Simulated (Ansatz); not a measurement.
A nudged elastic band was laid between two geometries of C₂H₂FNO₂ (8 atoms, charge 0, multiplicity 1).

Level of theory: RKS r2SCAN-D4/def2-SVP in Ansatz.

| Quantity | Value |
| --- | --- |
| movable images | 7 |
| climbing image | yes |
| spring | 5.0 eV/Å² |
| optimiser | quadratic models (default) |
| start path | through a guess of the saddle point |
| force threshold | 0.03 eV/Å |
| iteration limit | 60 |
| end points | relaxed |

Image 0:

```xyz
8
Properties=species:S:1:pos:R:3
O 1.304 -0.506 0.293
C -0.020 -0.208 0.099
O -0.803 -1.171 0.634
N -0.412 0.416 -1.270
C -0.545 1.079 -0.210
F -0.970 2.288 0.094
H 1.833 0.041 -0.304
H -0.294 -1.997 0.608
```

Image 8:

```xyz
8
Properties=species:S:1:pos:R:3
O 1.381 -0.291 -0.314
C 0.047 -0.111 -0.038
O -0.480 -1.055 0.801
N -0.762 0.349 -1.245
C -0.634 1.118 -0.261
F -1.014 2.331 0.058
H 1.828 -0.474 0.525
H -0.274 -1.924 0.417
```

(1) Which bonds break or form, and what moves?

(2) Give the energies along the band, and the barrier.

(3) What is the geometry of the highest image?

(4) What are the harmonic wavenumbers there?

Answers

(1) No bond is made or broken. The dihedral H7–O1–C2–C5 goes from -35 to 117°.

(2) It converged. The highest image is number 5 of 0 to 8, 0.135 eV above the first end and 0.052 eV above the last; the last end lies 0.083 eV above the first. A vibrational analysis at the climbing image gives one clearly imaginary mode, 281i cm⁻¹: a first-order saddle point.

| image | path coordinate (Å) | energy (eV) | dihedral H7–O1–C2–C5 (°) |
| --- | --- | --- | --- |
| 0 | 0.00 | 0.000 | -35 |
| 1 | 0.20 | 0.012 | -19 |
| 2 | 0.41 | 0.045 | -1 |
| 3 | 0.61 | 0.087 | 18 |
| 4 | 0.81 | 0.122 | 38 |
| 5 | 1.01 | 0.135 | 57 |
| 6 | 1.26 | 0.120 | 78 |
| 7 | 1.51 | 0.095 | 98 |
| 8 | 1.75 | 0.083 | 117 |

(3) 
```xyz
8
Properties=species:S:1:pos:R:3
O 1.308 -0.543 -0.212
C -0.013 -0.209 -0.030
O -0.691 -1.118 0.725
N -0.740 0.348 -1.281
C -0.557 1.078 -0.281
F -0.847 2.309 0.084
H 1.864 0.043 0.318
H -0.231 -1.965 0.620
```

(4) 281i, 200, 260, 332, 429, 492, 607, 620, 687, 788, 1049, 1174, 1263, 1306, 1598, 1885, 3794, 3838 cm⁻¹.

The run took 7.6 min on 2 threads of Arm Neoverse N1, on a shared host, peak memory 0.19 GiB.
